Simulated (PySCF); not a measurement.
The first ionisation energy along the halogens

All values are computed (PySCF 2.14, energy differences of UHF-based or UKS calculations, no spin-orbit coupling). Values in eV. The last column holds reference values (NIST; (s) semi-empirical, (t) theoretical, else measured). Unmarked ones compare directly (S terms, centres of terms, or small fine structure); those marked * lie between the lowest fine-structure levels and include a spin-orbit shift.

```json
{"element": "Cl (x2c-SVPall, spin-free X2C)", "configurations": "[Ne] 3s2 3p5 → [Ne] 3s2 3p4", "UHF": "11.764", "MP2 (valence)": "12.310", "CCSD (valence)": "12.245", "CCSD(T) (valence)": "12.244", "r2SCAN": "12.998", "TPSS": "12.898", "reference": "12.974"}
{"element": "Br (x2c-SVPall, spin-free X2C)", "configurations": "[Ar] 3d10 4s2 4p5 → [Ar] 3d10 4s2 4p4", "UHF": "10.763", "MP2 (valence)": "11.322", "CCSD (valence)": "11.282", "CCSD(T) (valence)": "11.287", "r2SCAN": "11.881", "TPSS": "11.798", "reference": "11.844"}
{"element": "I (x2c-SVPall, spin-free X2C)", "configurations": "[Kr] 4d10 5s2 5p5 → [Kr] 4d10 5s2 5p4", "UHF": "9.571", "MP2 (valence)": "10.064", "CCSD (valence)": "10.044", "CCSD(T) (valence)": "10.046", "r2SCAN": "10.574", "TPSS": "10.537", "reference": "10.519"}
```

```csv
method,elements,mean error (eV),mean absolute error (eV),largest error (eV)
UHF,3,-1.080,1.080,-1.210
MP2 (valence),3,-0.547,0.547,-0.664
CCSD (valence),3,-0.589,0.589,-0.729
CCSD(T) (valence),3,-0.586,0.586,-0.729
r2SCAN,3,0.039,0.039,0.056
TPSS,3,-0.034,0.047,-0.076
```

Errors include the incompleteness of the basis and the frozen core.

"Valence" correlates the outer s and p shells and, in groups 3 to 12 and the f block, the outer d or f shell, open or full, or the next shell where the ion has no valence electron left; the wider scheme adds the next inner shell.
